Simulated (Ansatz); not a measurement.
H3Si (SMILES [SiH3]) moved off its minimum; all values from Ansatz (an electronic-structure program), cores frozen in correlated methods. Open shells are unrestricted.
(charge 0, multiplicity 2)
```xyz
4

Si     0.10721    -0.12109     0.20897
H     -0.69239     1.32715    -0.38458
H      1.45469    -0.15072    -0.45974
H     -0.66414    -1.25647    -0.10111
```

```json
[
 {"level": "HF/def2-TZVPP", "largest force (eV/Å)": "3.97", "on atom": "Si1", "rms difference from CCSD(T)/aug-cc-pV(T+d)Z (eV/Å)": "0.131", "dipole (D)": "0.71"},
 {"level": "PBE/def2-TZVPP", "largest force (eV/Å)": "3.71", "on atom": "Si1", "rms difference from CCSD(T)/aug-cc-pV(T+d)Z (eV/Å)": "0.139", "dipole (D)": "0.51"},
 {"level": "r2SCAN/def2-TZVPP", "largest force (eV/Å)": "3.76", "on atom": "Si1", "rms difference from CCSD(T)/aug-cc-pV(T+d)Z (eV/Å)": "0.027", "dipole (D)": "0.56"},
 {"level": "B3LYP/def2-TZVPP", "largest force (eV/Å)": "3.71", "on atom": "Si1", "rms difference from CCSD(T)/aug-cc-pV(T+d)Z (eV/Å)": "0.023", "dipole (D)": "0.59"},
 {"level": "wB97M-V/def2-TZVPP", "largest force (eV/Å)": "3.76", "on atom": "Si1", "rms difference from CCSD(T)/aug-cc-pV(T+d)Z (eV/Å)": "0.044", "dipole (D)": "0.66"},
 {"level": "MP2/aug-cc-pV(T+d)Z", "largest force (eV/Å)": "3.86", "on atom": "Si1", "rms difference from CCSD(T)/aug-cc-pV(T+d)Z (eV/Å)": "0.091", "dipole (D)": "0.59"},
 {"level": "CCSD(T)/aug-cc-pV(T+d)Z", "largest force (eV/Å)": "3.73", "on atom": "Si1", "rms difference from CCSD(T)/aug-cc-pV(T+d)Z (eV/Å)": "0.000", "dipole (D)": "0.55"}
]
```

The differences count from one level among others, with limits of its own. Forces at CCSD(T)/aug-cc-pV(T+d)Z (eV/Å):

| atom | Fx | Fy | Fz |
|---|---|---|---|
| Si1 | 0.000 | 3.623 | -0.887 |
| H2 | 1.148 | -2.228 | 0.984 |
| H3 | -0.301 | -0.105 | 0.233 |
| H4 | -0.848 | -1.290 | -0.330 |
